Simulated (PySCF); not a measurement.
Homolysis of single bonds, series vinyl-X. Isolated molecules, 0 K electronic values unless said otherwise. One relaxed conformer stands for each flexible species; it need not be the lowest. Strings in code marks are SMILES.

The four lowest singlet excitations (Tamm–Dancoff). These are TPSSh-D3(BJ)/def2-TZVP // CAM-B3LYP-D3(BJ)/def2-TZVP run with PySCF 2.14.0 values and carry that method's errors. Excitations are Tamm–Dancoff values on a coarser integration grid. The basis has no diffuse functions, so Rydberg states are missing or too high.

```
state  energy (eV)  wavelength (nm)  oscillator strength
-----  -----------  ---------------  -------------------
S1            6.41              193                0.992
S2            6.93              179                0.000
S3            7.17              173                0.001
S4            7.44              167                0.000
```

**Question.** Identify which member gives these states.
(A) `C=CBr`
(B) `BC=C`
(C) `C=CN`
(D) `C=CC=C` (C–C–C–C torsion 180°)

**Answer.** D, `C=CC=C` (C–C–C–C torsion 180°)
